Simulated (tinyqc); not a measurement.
Inside a calculation. Method: UHF in the sto-3g basis, for H2O+, spin multiplicity 2. One step of it, computed by the program tinyqc.

Question. Iteration 2: building the Fock matrix. J_ij = sum D_kl (ij|kl) with D = D(alpha) + D(beta), K_ij = sum D_kl (ik|jl) for each spin; F = H + J - K(s); E = tr D H + tr D J / 2 - 0.5 sum_s tr D(s) K(s) + E_nn.

D(alpha) after iteration 1, order 1O 1s, 1O 2s, 1O 2px, 1O 2py, 1O 2pz, 2H 1s, 3H 1s:
$$\begin{pmatrix}
1.059103 & -0.252634 & 0.000000 & 0.000000 & 0.031356 & 0.004412 & 0.004412 \\
-0.252634 & 1.093699 & 0.000000 & 0.000000 & -0.177574 & -0.061146 & -0.061146 \\
0.000000 & 0.000000 & 1.000000 & 0.000000 & 0.000000 & 0.000000 & 0.000000 \\
0.000000 & 0.000000 & 0.000000 & 0.519060 & 0.000000 & 0.273740 & -0.273740 \\
0.031356 & -0.177574 & 0.000000 & 0.000000 & 0.598520 & 0.251244 & 0.251244 \\
0.004412 & -0.061146 & 0.000000 & 0.273740 & 0.251244 & 0.250035 & -0.038694 \\
0.004412 & -0.061146 & 0.000000 & -0.273740 & 0.251244 & -0.038694 & 0.250035
\end{pmatrix}$$

D(beta) after iteration 1, order 1O 1s, 1O 2s, 1O 2px, 1O 2py, 1O 2pz, 2H 1s, 3H 1s:
$$\begin{pmatrix}
1.058268 & -0.248559 & 0.000000 & 0.000000 & 0.036737 & 0.001637 & 0.001637 \\
-0.248559 & 1.074902 & 0.000000 & 0.000000 & -0.201471 & -0.052542 & -0.052542 \\
0.000000 & 0.000000 & 0.000000 & 0.000000 & 0.000000 & 0.000000 & 0.000000 \\
0.000000 & 0.000000 & 0.000000 & 0.475677 & 0.000000 & 0.281309 & -0.281309 \\
0.036737 & -0.201471 & 0.000000 & 0.000000 & 0.568980 & 0.258385 & 0.258385 \\
0.001637 & -0.052542 & 0.000000 & 0.281309 & 0.258385 & 0.285247 & -0.047478 \\
0.001637 & -0.052542 & 0.000000 & -0.281309 & 0.258385 & -0.047478 & 0.285247
\end{pmatrix}$$

core Hamiltonian H = T + V (hartree), order 1O 1s, 1O 2s, 1O 2px, 1O 2py, 1O 2pz, 2H 1s, 3H 1s:
$$\begin{pmatrix}
-32.485522 & -7.557086 & 0.000000 & 0.000000 & -0.012953 & -0.940540 & -0.940540 \\
-7.557086 & -9.112082 & 0.000000 & 0.000000 & -0.160876 & -2.352288 & -2.352288 \\
0.000000 & 0.000000 & -7.272179 & 0.000000 & 0.000000 & 0.000000 & 0.000000 \\
0.000000 & 0.000000 & 0.000000 & -7.348055 & 0.000000 & -1.321538 & 1.321538 \\
-0.012953 & -0.160876 & 0.000000 & 0.000000 & -7.335152 & -1.244728 & -1.244728 \\
-0.940540 & -2.352288 & 0.000000 & -1.321538 & -1.244728 & -4.196146 & -0.893884 \\
-0.940540 & -2.352288 & 0.000000 & 1.321538 & -1.244728 & -0.893884 & -4.196146
\end{pmatrix}$$

Two-electron integrals (ij|kl) in chemists' order, unique and non-zero (hartree):
```
(11|11) 4.785065    (21|11) 0.741380    (21|21) 0.136873    (22|11) 1.118947
(22|21) 0.256633    (22|22) 0.817206    (31|31) 0.024477    (32|31) 0.037809
(32|32) 0.180518    (33|11) 1.115814    (33|21) 0.256684    (33|22) 0.817023
(33|33) 0.880159    (41|41) 0.024477    (42|41) 0.037809    (42|42) 0.180518
(43|43) 0.047444    (44|11) 1.115814    (44|21) 0.256684    (44|22) 0.817023
(44|33) 0.785270    (44|44) 0.880159    (51|51) 0.024477    (52|51) 0.037809
(52|52) 0.180518    (53|53) 0.047444    (54|54) 0.047444    (55|11) 1.115814
(55|21) 0.256684    (55|22) 0.817023    (55|33) 0.785270    (55|44) 0.785270
(55|55) 0.880159    (61|11) 0.092437    (61|21) 0.016941    (61|22) 0.031629
(61|33) 0.031568    (61|41) 0.000562    (61|42) 0.001063    (61|44) 0.031670
(61|51) 0.000512    (61|52) 0.000969    (61|54) 0.000093    (61|55) 0.031653
(61|61) 0.002123    (62|11) 0.252749    (62|21) 0.058819    (62|22) 0.210893
(62|33) 0.207126    (62|41) 0.003253    (62|42) 0.026172    (62|44) 0.213186
(62|51) 0.002964    (62|52) 0.023843    (62|54) 0.005521    (62|55) 0.212156
(62|61) 0.007437    (62|62) 0.070716    (63|31) 0.005804    (63|32) 0.035044
(63|43) 0.005259    (63|53) 0.004791    (63|63) 0.009466    (64|11) 0.143406
(64|21) 0.033773    (64|22) 0.129317    (64|33) 0.123633    (64|41) 0.007423
(64|42) 0.050007    (64|44) 0.137640    (64|51) 0.001475    (64|52) 0.013631
(64|54) 0.007970    (64|55) 0.126528    (64|61) 0.004434    (64|62) 0.052757
(64|64) 0.048395    (65|11) 0.130644    (65|21) 0.030768    (65|22) 0.117809
(65|33) 0.112631    (65|41) 0.001475    (65|42) 0.013631    (65|44) 0.115809
(65|51) 0.007148    (65|52) 0.047463    (65|54) 0.008155    (65|55) 0.124851
(65|61) 0.004039    (65|62) 0.048063    (65|64) 0.035465    (65|65) 0.041774
(66|11) 0.429230    (66|21) 0.101468    (66|22) 0.419356    (66|33) 0.403706
(66|41) 0.006500    (66|42) 0.074059    (66|44) 0.429094    (66|51) 0.005922
(66|52) 0.067469    (66|54) 0.023129    (66|55) 0.424777    (66|61) 0.012900
(66|62) 0.187059    (66|64) 0.159405    (66|65) 0.145220    (66|66) 0.774606
(71|11) 0.092437    (71|21) 0.016941    (71|22) 0.031629    (71|33) 0.031568
(71|41) -0.000562   (71|42) -0.001063   (71|44) 0.031670    (71|51) 0.000512
(71|52) 0.000969    (71|54) -0.000093   (71|55) 0.031653    (71|61) 0.002095
(71|62) 0.007232    (71|64) 0.003985    (71|65) 0.003932    (71|66) 0.012474
(71|71) 0.002123    (72|11) 0.252749    (72|21) 0.058819    (72|22) 0.210893
(72|33) 0.207126    (72|41) -0.003253   (72|42) -0.026172   (72|44) 0.213186
(72|51) 0.002964    (72|52) 0.023843    (72|54) -0.005521   (72|55) 0.212156
(72|61) 0.007232    (72|62) 0.056690    (72|64) 0.029433    (72|65) 0.037480
(72|66) 0.121251    (72|71) 0.007437    (72|72) 0.070716    (73|31) 0.005804
(73|32) 0.035044    (73|43) -0.005259   (73|53) 0.004791    (73|63) 0.007329
(73|73) 0.009466    (74|11) -0.143406   (74|21) -0.033773   (74|22) -0.129317
(74|33) -0.123633   (74|41) 0.007423    (74|42) 0.050007    (74|44) -0.137640
(74|51) -0.001475   (74|52) -0.013631   (74|54) 0.007970    (74|55) -0.126528
(74|61) -0.003985   (74|62) -0.029433   (74|64) -0.008355   (74|65) -0.019105
(74|66) -0.058020   (74|71) -0.004434   (74|72) -0.052757   (74|74) 0.048395
(75|11) 0.130644    (75|21) 0.030768    (75|22) 0.117809    (75|33) 0.112631
(75|41) -0.001475   (75|42) -0.013631   (75|44) 0.115809    (75|51) 0.007148
(75|52) 0.047463    (75|54) -0.008155   (75|55) 0.124851    (75|61) 0.003932
(75|62) 0.037480    (75|64) 0.019105    (75|65) 0.031753    (75|66) 0.087335
(75|71) 0.004039    (75|72) 0.048063    (75|74) -0.035465   (75|75) 0.041774
(76|11) 0.086680    (76|21) 0.020395    (76|22) 0.080617    (76|33) 0.078533
(76|44) 0.079876    (76|51) 0.001515    (76|52) 0.015101    (76|55) 0.083351
(76|61) 0.002558    (76|62) 0.027880    (76|64) 0.018144    (76|65) 0.021331
(76|66) 0.081316    (76|71) 0.002558    (76|72) 0.027880    (76|74) -0.018144
(76|75) 0.021331    (76|76) 0.014470    (77|11) 0.429230    (77|21) 0.101468
(77|22) 0.419356    (77|33) 0.403706    (77|41) -0.006500   (77|42) -0.074059
(77|44) 0.429094    (77|51) 0.005922    (77|52) 0.067469    (77|54) -0.023129
(77|55) 0.424777    (77|61) 0.012474    (77|62) 0.121251    (77|64) 0.058020
(77|65) 0.087335    (77|66) 0.292238    (77|71) 0.012900    (77|72) 0.187059
(77|74) -0.159405   (77|75) 0.145220    (77|76) 0.081316    (77|77) 0.774606
```

nuclear repulsion = 7.25645204 hartree

Give: Coulomb J; exchange K(alpha); exchange K(beta); F(alpha); F(beta); total energy of this density.

Answer.

Coulomb J (hartree), order 1O 1s, 1O 2s, 1O 2px, 1O 2py, 1O 2pz, 2H 1s, 3H 1s:
$$\begin{pmatrix}
16.2602 & 3.0173 & 0.0000 & 0.0000 & -0.0027 & 0.3740 & 0.3740 \\
3.0173 & 7.3350 & 0.0000 & 0.0000 & 0.0541 & 1.8926 & 1.8926 \\
0.0000 & 0.0000 & 7.2845 & 0.0000 & 0.0000 & 0.0000 & 0.0000 \\
0.0000 & 0.0000 & 0.0000 & 7.3458 & 0.0000 & 1.1617 & -1.1617 \\
-0.0027 & 0.0541 & 0.0000 & 0.0000 & 7.3512 & 1.0768 & 1.0768 \\
0.3740 & 1.8926 & 0.0000 & 1.1617 & 1.0768 & 3.9583 & 0.7377 \\
0.3740 & 1.8926 & 0.0000 & -1.1617 & 1.0768 & 0.7377 & 3.9583
\end{pmatrix}$$

exchange K(alpha) (hartree), order 1O 1s, 1O 2s, 1O 2px, 1O 2py, 1O 2pz, 2H 1s, 3H 1s:
$$\begin{pmatrix}
4.8943 & 0.8275 & 0.0000 & 0.0000 & 0.0028 & 0.1092 & 0.1092 \\
0.8275 & 1.3244 & 0.0000 & 0.0000 & -0.0229 & 0.3701 & 0.3701 \\
0.0000 & 0.0000 & 1.1437 & 0.0000 & 0.0000 & 0.0000 & 0.0000 \\
0.0000 & 0.0000 & 0.0000 & 0.9084 & 0.0000 & 0.2583 & -0.2583 \\
0.0028 & -0.0229 & 0.0000 & 0.0000 & 0.9445 & 0.2486 & 0.2486 \\
0.1092 & 0.3701 & 0.0000 & 0.2583 & 0.2486 & 0.4445 & 0.1130 \\
0.1092 & 0.3701 & 0.0000 & -0.2583 & 0.2486 & 0.1130 & 0.4445
\end{pmatrix}$$

exchange K(beta) (hartree), order 1O 1s, 1O 2s, 1O 2px, 1O 2py, 1O 2pz, 2H 1s, 3H 1s:
$$\begin{pmatrix}
4.8672 & 0.7872 & 0.0000 & 0.0000 & 0.0025 & 0.1029 & 0.1029 \\
0.7872 & 1.1294 & 0.0000 & 0.0000 & -0.0361 & 0.3379 & 0.3379 \\
0.0000 & 0.0000 & 0.2590 & 0.0000 & 0.0000 & 0.0000 & 0.0000 \\
0.0000 & 0.0000 & 0.0000 & 0.8279 & 0.0000 & 0.2555 & -0.2555 \\
0.0025 & -0.0361 & 0.0000 & 0.0000 & 0.8736 & 0.2441 & 0.2441 \\
0.1029 & 0.3379 & 0.0000 & 0.2555 & 0.2441 & 0.4627 & 0.1088 \\
0.1029 & 0.3379 & 0.0000 & -0.2555 & 0.2441 & 0.1088 & 0.4627
\end{pmatrix}$$

F(alpha) (hartree), order 1O 1s, 1O 2s, 1O 2px, 1O 2py, 1O 2pz, 2H 1s, 3H 1s:
$$\begin{pmatrix}
-21.1196 & -5.3673 & 0.0000 & 0.0000 & -0.0185 & -0.6757 & -0.6757 \\
-5.3673 & -3.1015 & 0.0000 & 0.0000 & -0.0839 & -0.8298 & -0.8298 \\
0.0000 & 0.0000 & -1.1314 & 0.0000 & 0.0000 & 0.0000 & 0.0000 \\
0.0000 & 0.0000 & 0.0000 & -0.9107 & 0.0000 & -0.4182 & 0.4182 \\
-0.0185 & -0.0839 & 0.0000 & 0.0000 & -0.9284 & -0.4165 & -0.4165 \\
-0.6757 & -0.8298 & 0.0000 & -0.4182 & -0.4165 & -0.6823 & -0.2692 \\
-0.6757 & -0.8298 & 0.0000 & 0.4182 & -0.4165 & -0.2692 & -0.6823
\end{pmatrix}$$

F(beta) (hartree), order 1O 1s, 1O 2s, 1O 2px, 1O 2py, 1O 2pz, 2H 1s, 3H 1s:
$$\begin{pmatrix}
-21.0926 & -5.3270 & 0.0000 & 0.0000 & -0.0182 & -0.6695 & -0.6695 \\
-5.3270 & -2.9065 & 0.0000 & 0.0000 & -0.0706 & -0.7975 & -0.7975 \\
0.0000 & 0.0000 & -0.2466 & 0.0000 & 0.0000 & 0.0000 & 0.0000 \\
0.0000 & 0.0000 & 0.0000 & -0.8301 & 0.0000 & -0.4153 & 0.4153 \\
-0.0182 & -0.0706 & 0.0000 & 0.0000 & -0.8576 & -0.4120 & -0.4120 \\
-0.6695 & -0.7975 & 0.0000 & -0.4153 & -0.4120 & -0.7005 & -0.2650 \\
-0.6695 & -0.7975 & 0.0000 & 0.4153 & -0.4120 & -0.2650 & -0.7005
\end{pmatrix}$$

total energy of this density = -74.593458 hartree
